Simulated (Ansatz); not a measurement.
Polycrystal shear modulus (GPa) of solids drawn from the class of halides, at two levels: PBE (Ansatz, a program for electronic structure, plane waves, PAW), and LDA (plane waves, PAW; Ansatz).

```json
[
 {"solid": "cubic perovskite KZnF3", "PBE": "32.8", "LDA": "40.9", "shift (%)": "+25"},
 {"solid": "cubic perovskite KMgF3", "PBE": "42.6", "LDA": "53.7", "shift (%)": "+26"},
 {"solid": "CsCl-type TlCl", "PBE": "7.76", "LDA": "14.0", "shift (%)": "+80"},
 {"solid": "CsCl-type TlBr", "PBE": "7.36", "LDA": "13.1", "shift (%)": "+78"},
 {"solid": "fluorite SrCl2", "PBE": "13.2", "LDA": "16.8", "shift (%)": "+27"},
 {"solid": "rock-salt AgCl", "PBE": "6.86", "LDA": "8.85", "shift (%)": "+29"},
 {"solid": "fluorite CdF2", "PBE": "26.4", "LDA": "35.7", "shift (%)": "+35"},
 {"solid": "rock-salt AgBr", "PBE": "8.57", "LDA": "12.3", "shift (%)": "+44"}
]
```

The shifts run from +25 % to +80 %, with a median of +32 %.

Over all 8 rows LDA is the larger in 8.

Ansatz's runs of these crystals have no spin polarisation.

Spin–orbit coupling is left out, also for the solids with elements from indium on (CsCl-type TlCl, CsCl-type TlBr); its size isn't shown.

Each level is taken at its own relaxed cell. Ansatz's density-functional and Hartree–Fock values are scalar-relativistic unless marked +SOC, with PAW data made under PBE.
